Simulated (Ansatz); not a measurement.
Cost and result for the atomization energy of C3H7NO2 (`CC1(N)OCO1`) (13 atoms, 13 bonds).

```xyz
13

C     1.017    1.033    0.316
C    -0.199    0.196    0.007
N    -1.333    0.985   -0.200
O     0.084   -0.804   -1.012
C    -0.015   -1.771    0.007
O    -0.443   -0.832    0.973
H     0.828    1.651    1.194
H     1.260    1.675   -0.533
H     1.869    0.382    0.511
H    -2.109    0.454   -0.568
H    -1.154    1.805   -0.760
H     0.955   -2.224    0.260
H    -0.760   -2.550   -0.197
```

Charge 0, multiplicity 1. Geometry: relaxed with PBE0-D4/def2-TZVP. It is one conformer, not always the lowest. Program: Ansatz. All runs use 4 threads of an Arm Neoverse V2 on a shared host. Times are those of one run each, without the atoms' runs, and a repeat can differ threefold. Electronic energies, without spin–orbit coupling; frozen cores. CCSD(T)/CBS adds CCSD(T) − MP2 in def2-TZVPP to the MP2 limit, and its time is that of the two runs behind it. T1 = 0.011. B3LYP takes the VWN-RPA correlation (the form of Gaussian; ORCA's B3LYP/G).

CCSD(T)/CBS is a level of theory with its own doubt, some kJ/mol a heavy atom from the limit and from the frozen cores, so smaller differences don't rank the functionals.

```json
{"level": "ωB97M-V/def2-TZVPP (with forces)", "functions": "284", "atomization (kcal/mol)": "1238.9", "difference from CCSD(T)/CBS": "6.8", "per bond": "0.5"}
{"level": "PBE-D4/def2-TZVPP (with forces)", "functions": "284", "atomization (kcal/mol)": "1274.0", "difference from CCSD(T)/CBS": "41.9", "per bond": "3.2"}
{"level": "r2SCAN-D4/def2-TZVPP (with forces)", "functions": "284", "atomization (kcal/mol)": "1234.8", "difference from CCSD(T)/CBS": "2.7", "per bond": "0.2"}
{"level": "PBE0-D4/def2-TZVPP", "functions": "284", "atomization (kcal/mol)": "1240.9", "difference from CCSD(T)/CBS": "8.8", "per bond": "0.7"}
{"level": "CCSD(T)/def2-TZVPP", "functions": "284", "atomization (kcal/mol)": "1197.4", "difference from CCSD(T)/CBS": "-34.7", "per bond": "-2.7"}
{"level": "MP2/def2-QZVPP", "functions": "552", "atomization (kcal/mol)": "1245.4", "difference from CCSD(T)/CBS": "13.3", "per bond": "1.0"}
{"level": "ωB97X-V/def2-TZVPP", "functions": "284", "atomization (kcal/mol)": "1238.4", "difference from CCSD(T)/CBS": "6.3", "per bond": "0.5"}
{"level": "CCSD(T)/CBS(def2)", "functions": "–", "atomization (kcal/mol)": "1232.1", "difference from CCSD(T)/CBS": "0.0", "per bond": "0.0"}
{"level": "B3LYP-D4/def2-TZVPP (with forces)", "functions": "284", "atomization (kcal/mol)": "1231.3", "difference from CCSD(T)/CBS": "-0.8", "per bond": "-0.1"}
{"level": "B2PLYP/def2-TZVPP", "functions": "284", "atomization (kcal/mol)": "1218.6", "difference from CCSD(T)/CBS": "-13.5", "per bond": "-1.0"}
```

Task: Order the runs by time, with rough figures. (An estimate is asked.)

Result: Ansatz gave: PBE-D4/def2-TZVPP (with forces) 2.4 s; PBE0-D4/def2-TZVPP 2.6 s; B3LYP-D4/def2-TZVPP (with forces) 4.2 s; r2SCAN-D4/def2-TZVPP (with forces) 4.4 s; B2PLYP/def2-TZVPP 5.5 s; ωB97X-V/def2-TZVPP 7 s; ωB97M-V/def2-TZVPP (with forces) 10 s; MP2/def2-QZVPP 25 s; CCSD(T)/def2-TZVPP 4.7 min; CCSD(T)/CBS(def2) 5.1 min.

From PBE to PBE0 (25 % exact exchange), in def2-TZVPP and without D4, the atomization energy moves by −32.1 kcal/mol: exact exchange takes away binding that semilocal exchange gives to molecules. In def2-TZVPP, CCSD(T) changes the Hartree–Fock value by +352.3 kcal/mol (the triples alone add +22.2 kcal/mol) and MP2 by +379.9 kcal/mol; breaking electron pairs costs correlation energy, which Hartree–Fock lacks. The D4 term adds +9.3 kcal/mol with B3LYP and +4.8 kcal/mol with PBE0; it sums over pairs of atoms, weighted by their polarisabilities, and B3LYP, whose exchange is more repulsive, gets the larger term.
